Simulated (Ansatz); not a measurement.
NbB$_{2}$: a prediction, then the measurements

Method: DFT r2SCAN, scalar-relativistic, plane waves, PAW (Ansatz).

Cutoff 500 eV; k points 18×18×12 on the computed 3-atom cell (Γ-centred); Gaussian smearing, width 0.10 eV; no spin polarisation.

Relaxed structure, symmetry kept:

```cif
data_structure
_symmetry_space_group_name_H-M 'P6/mmm'
_symmetry_Int_Tables_number 191
_cell_length_a 3.1032
_cell_length_b 3.1032
_cell_length_c 3.3209
_cell_angle_alpha 90.000
_cell_angle_beta 90.000
_cell_angle_gamma 120.000
_cell_volume 27.70
loop_
_atom_site_label
_atom_site_type_symbol
_atom_site_symmetry_multiplicity
_atom_site_Wyckoff_symbol
_atom_site_fract_x
_atom_site_fract_y
_atom_site_fract_z
_atom_site_occupancy
Nb1 Nb 1 a 0.00000 0.00000 0.00000 1
B1 B 2 d 0.33333 0.66667 0.50000 1
```

- Space group: P6/mmm (No. 191)
- Volume per atom: 62.3 bohr³
- Formation energy from the elements' standard states (uncorrected): -0.754 eV/atom
- Generalised Kohn–Sham band gap: none (metal)
- Density of states at the Fermi level: 0.99 states/eV per cell
- Löwdin character within 0.5 eV of the Fermi level: Nb 4d 73 %, B 2p 23 %
- Bulk modulus: 294 GPa
- Its pressure derivative: 4.0
- Bader charges (e): Nb (1 in the cell) 1.41, B (2 in the cell) -0.71

**The experiment to reproduce.**

“Evidence of unconventional superconductivity in the Ni-doped NbB2 system”, 2018, arxiv:1810.09976 reports, for a powder of NbB2: lattice constant a 3.1125 ± 0.0005 Å; lattice constant c 3.2653 ± 0.0004 Å.

Against the measured lattice constant a of NbB2, 3.1125 Å (powder; the paper above), the calculated 3.103 Å is off by -0.3 %. 3 values of this kind are on record (3.1024 to 3.1125 Å); this one was drawn at random among those near their median, those with a stated uncertainty first. A measured lattice constant c of NbB2 is 3.2653 Å (powder; the paper above); the calculated 3.321 Å misses it by +1.7 %. 2 values of this kind are on record (3.2653 to 3.267 Å); this one was drawn at random, those with a stated uncertainty first. 1 more, off the median of the measured values, is set aside. The calculation is for 0 K without zero-point motion.

Cost: 9 runs of about 12 core-minutes in all, on Intel Xeon Processor @ 2.50GHz (Skylake/Cascade Lake) (shared hosts).